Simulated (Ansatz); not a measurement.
BaAgSbS₃ (C2/c, No. 15; cell taken from a computed entry) was calculated with r²SCAN (Ansatz, a quantum-chemistry and plane-wave program, plane waves, PAW).

Run with plane-wave cutoff 560 eV, 6×6×2 k mesh (along the axes of the cell as run), Fermi–Dirac smearing 0.01 eV, no spin polarisation, scalar-relativistic PAW data made under PBE.

Cell (relaxed with PBEsol):

```cif
data_Ag4Ba4S12Sb4
_chemical_formula_sum 'Ba4 Ag4 Sb4 S12'
_space_group_name_H-M_alt 'P 1'
_space_group_IT_number 1
_cell_length_a 6.09776
_cell_length_b 6.09776
_cell_length_c 16.98144
_cell_angle_alpha 99.115
_cell_angle_beta 99.115
_cell_angle_gamma 81.118
loop_
_space_group_symop_operation_xyz
  'x, y, z'
loop_
_atom_site_label
_atom_site_type_symbol
_atom_site_fract_x
_atom_site_fract_y
_atom_site_fract_z
_atom_site_occupancy
Ba1 Ba 0.54420 0.79871 0.11151 1
Ba2 Ba 0.45580 0.20129 0.88849 1
Ba3 Ba 0.20129 0.45580 0.38849 1
Ba4 Ba 0.79871 0.54420 0.61151 1
Ag1 Ag 0.07184 0.92816 0.25000 1
Ag2 Ag 0.92816 0.07184 0.75000 1
Ag3 Ag 0.69705 0.30295 0.25000 1
Ag4 Ag 0.30295 0.69705 0.75000 1
Sb1 Sb 0.02101 0.32105 0.07601 1
Sb2 Sb 0.97899 0.67895 0.92399 1
Sb3 Sb 0.67895 0.97899 0.42399 1
Sb4 Sb 0.32105 0.02101 0.57601 1
S1 S 0.96065 0.51262 0.21419 1
S2 S 0.03935 0.48738 0.78581 1
S3 S 0.48738 0.03935 0.28581 1
S4 S 0.51262 0.96065 0.71419 1
S5 S 0.42475 0.30530 0.08223 1
S6 S 0.57525 0.69470 0.91777 1
S7 S 0.69470 0.57525 0.41777 1
S8 S 0.30530 0.42475 0.58223 1
S9 S 0.01645 0.93824 0.10354 1
S10 S 0.98355 0.06176 0.89646 1
S11 S 0.06176 0.98355 0.39646 1
S12 S 0.93824 0.01645 0.60354 1
```

**Question.** Predict the band gap, smallest direct gap on the k points sampled and Γ–Γ gap.

**Answer.** 
- band gap = 1.44 eV
- smallest direct gap on the k points sampled = 1.55 eV
- Γ–Γ gap = 3.13 eV

Note: cell and atoms aren't relaxed at this level (largest force component 0.20 eV/Å, pressure 2.2 GPa).

Spin–orbit coupling is not included.

Computed values are for the static lattice.
